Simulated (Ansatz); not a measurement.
The inner images of a band of BH3 + FH (6 atoms, charge 0, multiplicity 1) are given out of order.

The calculation used Ansatz, RKS B3LYP/def2-SVP.

First end point:

```xyz
6
Properties=species:S:1:pos:R:3
B 0.004 0.128 0.047
H 0.001 0.556 1.182
H 1.039 0.147 -0.569
H -1.044 0.077 -0.546
F 0.069 -1.742 0.665
H 0.037 -1.568 1.580
```

Last end point:

```xyz
6
Properties=species:S:1:pos:R:3
B 0.018 -0.468 -0.603
H 0.000 0.211 2.369
H 1.067 0.125 -0.687
H -1.067 0.054 -0.684
F 0.062 -1.775 -0.423
H 0.026 -0.549 2.388
```

Task: Put them in order from the first end to the last, with their energies above the first end.
A.
```xyz
6
Properties=species:S:1:pos:R:3
B 0.010 -0.175 0.053
H 0.005 0.196 1.320
H 1.059 0.123 -0.449
H -1.056 0.065 -0.442
F 0.055 -1.732 0.558
H 0.034 -0.879 1.320
```
B.
```xyz
6
Properties=species:S:1:pos:R:3
B 0.017 -0.399 -0.062
H 0.005 0.165 1.469
H 1.053 0.134 -0.390
H -1.047 0.081 -0.385
F 0.052 -1.760 0.230
H 0.026 -0.623 1.498
```
C.
```xyz
6
Properties=species:S:1:pos:R:3
B 0.004 0.032 0.061
H 0.000 0.351 1.249
H 1.052 0.132 -0.515
H -1.053 0.072 -0.506
F 0.058 -1.776 0.654
H 0.045 -1.214 1.419
```
D.
```xyz
6
Properties=species:S:1:pos:R:3
B 0.018 -0.458 -0.270
H 0.002 0.190 1.723
H 1.061 0.135 -0.400
H -1.060 0.072 -0.395
F 0.057 -1.776 -0.095
H 0.027 -0.565 1.798
```
E.
```xyz
6
Properties=species:S:1:pos:R:3
B 0.018 -0.463 -0.442
H -0.001 0.201 2.028
H 1.067 0.129 -0.504
H -1.066 0.064 -0.502
F 0.059 -1.780 -0.333
H 0.029 -0.553 2.114
```

Result: C (+1.8 kcal/mol), A (+9.1 kcal/mol), B (-14.7 kcal/mol), D (-27.4 kcal/mol), E (-30.1 kcal/mol).

The run took 37 s on 1 thread of Intel(R) Xeon(R) Platinum 8488C (Sapphire Rapids), with other jobs on the host, peak memory 0.13 GiB.
